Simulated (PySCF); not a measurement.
Input of a driver script around PySCF for `C=C1C=C1C#N`, coordinates in Å (PBE0-D3(BJ)/def2-SVP geometry):
```
{"job": {"kind": "eom", "basis": "aug-cc-pVDZ", "nee": 0}, "charge": 0, "multiplicity": 1}
C     -1.750116    -0.042598    -0.366290
C     -0.493062     0.251861    -0.054163
C      0.568784     1.160362     0.250427
C      0.877583    -0.130663     0.242112
C      1.847211    -1.127387     0.403722
N      2.636706    -1.969280     0.530951
H     -2.488365     0.751310    -0.489869
H     -2.064393    -1.078085    -0.504636
H      0.925834     2.178321     0.397416
```

Q: What does the run print?

A: 
```
E(HF) = -245.4238940821
E(MP2) = -246.2352872306
E(CCSD) = -246.2598924844
T1 diagnostic = 0.0134

EOM-IP-CCSD (eV)   Koopmans (eV)
   8.8751       8.8424
  11.6693      12.5104
  12.8443      13.2540
  12.8637      13.8434
  13.5441      16.1882
  14.6390      15.8807
  14.7506      15.6779
  15.3046      16.8312
```

Level of theory: CCSD and EOM-CCSD/aug-cc-pVDZ in PySCF, restricted Hartree–Fock reference, 6 core orbitals frozen, non-relativistic, gas phase, PBE0-D3(BJ)/def2-SVP geometry. Each EOM-IP line stands beside −ε of the orbital with the largest one-hole amplitude.

Q: What correlation energies follow, and how does the T1 diagnostic stand?

A: MP2 -0.81139 Eh, CCSD -0.83600 Eh; CCSD lies 24.6 mEh below MP2. T1 = 0.0134, below the customary warning level of 0.02.

Q: Which orbital leads each EOM-IP root, and how large is the one-hole share of its vector?

A: 8.88 eV: HOMO, one-hole share 0.96; 11.67 eV: HOMO-1, one-hole share 0.95; 12.84 eV: HOMO-2, one-hole share 0.93; 12.86 eV: HOMO-3, one-hole share 0.94; 13.54 eV: HOMO-6, one-hole share 0.91; 14.64 eV: HOMO-5, one-hole share 0.94; 14.75 eV: HOMO-4, one-hole share 0.91; 15.30 eV: HOMO-7, one-hole share 0.93.
